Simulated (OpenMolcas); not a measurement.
# BH2O (SMILES [BH]O) at 6 levels

We compute a comparison of 6 runs (UHF/3-21G, U-revPBE/cc-pVTZ, UBLYP/cc-pVTZ, UM06-L/cc-pVTZ, UPBE0/cc-pVTZ, USVWN5/cc-pVTZ) of BH2O. 

The results are computed with OpenMolcas 26.06.

## Step 1: Starting point

BH2O: 4 atoms, total charge 0, spin state doublet. SMILES: `[BH]O`. The shape is that of a PBE0-D4/def2-TZVP optimisation.

Bond lengths: B1–O2 1.333 Å, B1–H3 1.201 Å, O2–H4 0.961 Å. Angles: B1–O2–H4 114.6°, O2–B1–H3 121.0°.

## Step 2: Energy and forces at UHF/3-21G (run 1)

File calc.input:

```
* BH2O Hartree-Fock

&GATEWAY
  BasLib
  $CurrDir
  Coord
  4
  angstrom
  B       -0.006100      -0.485500       0.388300
  O        0.119700       0.544500      -0.448600
  H       -1.064200      -1.032400       0.540300
  H        1.006100       0.913200      -0.500300
  Basis
  3-21G
  Group
  NoSym

&SEWARD

&SCF
  UHF
  Spin
  2
  Thresholds
  1e-10 1e-07 1e-07 1e-05
  PrOrbitals
  0

&ALASKA
```

The basis set 3-21G is read from a file made from the Basis Set Exchange's data (not shown).

Launch:

```bash
$ export MOLCAS_MEM=1860
$ pymolcas calc.input > calc.log
```

The log of the run:

```text
--- Start Module: gateway ---
[...]
--- Stop Module: gateway /rc=_RC_ALL_IS_WELL_ ---
[...]
      Basis functions           22
[...]
--- Start Module: scf ---
[...]
       Convergence after  14 Iterations
[...]
::    Total SCF energy                               -100.1230776052
[...]
      Total spin, S                                     0.5014209733
[...]
      Total electronic charge=   15.000000
      Total            charge=   -0.000000
[...]
      Dipole Moment (debye):
      Origin of the operator (angstrom)=    0.0616    0.1118   -0.0986
                   X=  1.7351E+00               Y=  6.1044E-01               Z= -6.7391E-03           Total=  1.8393E+00
      Quadrupole Moment (debye*angstrom):
[...]
--- Stop Module: scf /rc=_RC_ALL_IS_WELL_ ---
--- Start Module: alaska ---
[...]
 *              Molecular gradients               *
 **************************************************
  Irreducible representation: a
 ------------------------------------------------------------------------------------------
                              X                       Y                       Z
 ------------------------------------------------------------------------------------------
  B1                1.72789790256126E-02    2.95223471529713E-02   -1.99509801050830E-02
  O2               -8.85576542677802E-03   -1.91005589518696E-02    1.36033531343109E-02
  H3               -5.96906050115931E-03   -1.76891519950018E-03   -2.64933124627720E-04
  H4               -2.45415309767472E-03   -8.65287300160267E-03    6.61256009539499E-03
 ------------------------------------------------------------------------------------------
--- Stop Module: alaska /rc=_RC_ALL_IS_WELL_ ---
[...]
```

It took 2.5 s on 1 thread of Intel Xeon Platinum 8259CL at 2.50GHz (Skylake/Cascade Lake), shared host; peak memory 0.37 GiB.

## Step 3: Energy and forces at U-revPBE/cc-pVTZ (run 2)

File coord.xyz:

```xyz
4

B     -0.006100    -0.485500     0.388300
O      0.119700     0.544500    -0.448600
H     -1.064200    -1.032400     0.540300
H      1.006100     0.913200    -0.500300
```

File test.inp:

```
>>> EXPORT MOLCAS_PRINT=2
&GATEWAY
BASLIB
$CurrDir
COORD
coord.xyz
BASIS
cc-pVTZ
GROUP
NoSym
&SEWARD
GRIDINPUT
Grid=UltraFine
End of Grid
&SCF
UHF
SPIN
2
KSDFT
revPBE
THRESHOLDS
1e-10 1e-07 1e-07 1e-05
PRORBITALS
1 2
&ALASKA
```

The basis set cc-pVTZ is read from a file made from the Basis Set Exchange's data (not shown).

Launch:

```bash
$ export MOLCAS_MEM=1860
$ pymolcas test.inp > test.log
```

The log of the run:

```text
--- Start Module: gateway ---
[...]
--- Stop Module: gateway /rc=_RC_ALL_IS_WELL_ ---
[...]
      Basis functions           88
[...]
--- Start Module: scf ---
[...]
       Convergence after  14 Iterations
[...]
::    Total KS-DFT energy                            -101.2430473153
[...]
      Total spin, S                                     0.5011671546
[...]
      Total electronic charge=   15.000000
      Total            charge=   -0.000000
[...]
      Dipole Moment (debye):
      Origin of the operator (angstrom)=    0.0616    0.1118   -0.0986
                   X=  1.0515E+00               Y=  9.7875E-01               Z= -5.2075E-01           Total=  1.5280E+00
      Quadrupole Moment (debye*angstrom):
[...]
--- Stop Module: scf /rc=_RC_ALL_IS_WELL_ ---
[...]
--- Start Module: alaska ---
[...]
 *              Molecular gradients               *
 **************************************************
  Irreducible representation: a
 ------------------------------------------------------------------------------------------
                              X                       Y                       Z
 ------------------------------------------------------------------------------------------
  B1               -2.59794703737048E-03    9.72643625768654E-03   -9.01380996452694E-03
  O2                7.79321944774480E-03   -7.70041411658706E-03    8.83545339108327E-03
  H3                3.43630826927832E-03    1.40344126209491E-03   -1.82539624450750E-04
  H4               -8.63158067964420E-03   -3.42946340320061E-03    3.60896197883764E-04
 ------------------------------------------------------------------------------------------
--- Stop Module: alaska /rc=_RC_ALL_IS_WELL_ ---
[...]
```

Run time: 36 s. Hardware: 1 thread of Intel Xeon Platinum 8259CL at 2.50GHz (Skylake/Cascade Lake), shared host; peak memory 0.48 GiB.

Runs 3 to 5 aren't shown in full; the table further down has their settings and results.

## Step 4: Energy and gradient at USVWN5/cc-pVTZ (run 6)

File input.xyz:

```xyz
4

B     -0.006100    -0.485500     0.388300
O      0.119700     0.544500    -0.448600
H     -1.064200    -1.032400     0.540300
H      1.006100     0.913200    -0.500300
```

File calc.input:

```
* BH2O Kohn-Sham DFT
&GATEWAY
BasLib = $CurrDir
Coord = input.xyz
Basis = cc-pVTZ
Group = NoSym
&SEWARD
GridInput
Grid=UltraFine
End of Grid
&SCF
UHF
Spin = 2
KSDFT = SVWN5
Thresholds = 1e-10 1e-07 1e-07 1e-05
PrOrbitals = 1 2
&ALASKA
```

The basis set cc-pVTZ is read from a file made from the Basis Set Exchange's data (not shown).

Launch:

```bash
$ export MOLCAS_MEM=1860
$ pymolcas calc.input > calc.log
```

The log of the run:

```text
--- Start Module: gateway ---
[...]
--- Stop Module: gateway /rc=_RC_ALL_IS_WELL_ ---
[...]
      Basis functions           88
[...]
--- Start Module: scf ---
[...]
       Convergence after  14 Iterations
[...]
::    Total KS-DFT energy                            -100.4348989909
[...]
      Total spin, S                                     0.5008076814
[...]
      Total electronic charge=   15.000000
      Total            charge=   -0.000000
[...]
      Dipole Moment (debye):
      Origin of the operator (angstrom)=    0.0616    0.1118   -0.0986
                   X=  1.0409E+00               Y=  9.9531E-01               Z= -5.3793E-01           Total=  1.5374E+00
      Quadrupole Moment (debye*angstrom):
[...]
--- Stop Module: scf /rc=_RC_ALL_IS_WELL_ ---
[...]
--- Start Module: alaska ---
[...]
 *              Molecular gradients               *
 **************************************************
  Irreducible representation: a
 ------------------------------------------------------------------------------------------
                              X                       Y                       Z
 ------------------------------------------------------------------------------------------
  B1               -4.82729052434983E-03   -4.84595469416327E-03    2.69371211436731E-03
  O2                1.16675631514487E-02    8.23217205823834E-03   -3.54212057113923E-03
  H3                4.15188886143403E-03    1.56287306079772E-03   -1.06623976411591E-04
  H4               -1.09921614885313E-02   -4.94909042490543E-03    9.55032433162528E-04
 ------------------------------------------------------------------------------------------
--- Stop Module: alaska /rc=_RC_ALL_IS_WELL_ ---
[...]
```

It took 24 s on 1 thread of Intel Xeon Platinum 8259CL at 2.50GHz (Skylake/Cascade Lake), shared host; peak memory 0.48 GiB.

## Step 5: The series

```tsv
run	level	integration grid	task	energy (Eh)	dipole moment (D)	HOMO energy (eV)	LUMO energy (eV)	wall time
1	UHF/3-21G	–	gradient	-100.123078	1.84	-8.91	3.58	2.5 s
2	U-revPBE/cc-pVTZ	UltraFine	gradient	-101.243047	1.53	-4.25	-1.84	36 s
3	UBLYP/cc-pVTZ	UltraFine	gradient	-101.250780	1.52	-4.10	-2.13	38 s
4	UM06-L/cc-pVTZ	UltraFine	energy	-101.256408	1.53	-4.43	-1.71	48 s
5	UPBE0/cc-pVTZ	UltraFine	gradient	-101.154947	1.45	-5.58	-0.94	36 s
6	USVWN5/cc-pVTZ	UltraFine	gradient	-100.434899	1.54	-4.20	-2.50	24 s
```

## Step 6: Outcome

```
                                 quantity          value
                      run 6: total energy  -100.43490 Eh
                     run 6: dipole moment         1.54 D
run 6: HOMO energy (highest over α and β)       -4.20 eV
 run 6: LUMO energy (lowest over α and β)       -2.50 eV
                              run 6: ⟨S²⟩          0.752
          run 6: largest force on an atom     0.757 eV/Å
```

What this shows: The dipole moment (its size) runs from 1.45 D (UPBE0/cc-pVTZ) to 1.84 D (UHF/3-21G). The two ends differ in method and basis. Totals of different functionals can't be ranked against each other. All runs together took 3.1 min, the longest 48 s.
